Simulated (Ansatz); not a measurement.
C4H10 (`CC(C)C`) at its PBE0-D4/def2-TZVP geometry, where that method's forces vanish. The species carries charge 0 and has multiplicity 1.

```
atom    x (Å)    y (Å)    z (Å)
  C1   1.0722  -0.4741   0.8519
  C2   0.2404   0.2687  -0.1833
  C3  -0.8971   1.0327   0.4784
  C4  -0.2890  -0.6859  -1.2433
  H5   1.9094  -1.0015   0.3873
  H6   1.4794   0.2093   1.6017
  H7   0.4616  -1.2167   1.3760
  H8   0.8928   0.9980  -0.6809
  H9  -1.5772   0.3440   0.9903
 H10  -1.4824   1.5921  -0.2561
 H11  -0.5225   1.7421   1.2210
 H12  -0.8634  -0.1553  -2.0072
 H13  -0.9484  -1.4349  -0.7925
 H14   0.5245  -1.2182  -1.7432
```

(1) For each bond, give half the difference of the two atoms' forces along it (eV/Å; positive pushes the atoms apart) under PBE-D4, r2SCAN-D4, B3LYP-D4, ωB97M-V in def2-TZVPP. (Estimate.)

## Answers

(1) The calculation gave: 
```
  bond  length (Å)  PBE-D4  r2SCAN-D4  B3LYP-D4  ωB97M-V
 C1–C2       1.522    0.02       0.09      0.15     0.13
 C1–H5       1.093    0.10      -0.04     -0.07    -0.07
 C1–H6       1.093    0.10      -0.04     -0.07    -0.07
 C1–H7       1.095    0.11      -0.03     -0.06    -0.07
 C2–C3       1.522    0.02       0.09      0.15     0.13
 C2–C4       1.522    0.02       0.09      0.15     0.13
 C2–H8       1.098    0.11      -0.06     -0.13    -0.15
 C3–H9       1.095    0.11      -0.03     -0.06    -0.07
C3–H10       1.093    0.10      -0.04     -0.07    -0.07
C3–H11       1.093    0.10      -0.04     -0.07    -0.07
C4–H12       1.093    0.10      -0.04     -0.07    -0.07
C4–H13       1.095    0.11      -0.03     -0.06    -0.07
C4–H14       1.093    0.10      -0.04     -0.07    -0.07
```

B3LYP here is the variant with VWN-RPA as its local correlation; programs differ in this.

Program: Ansatz 0.2.0.
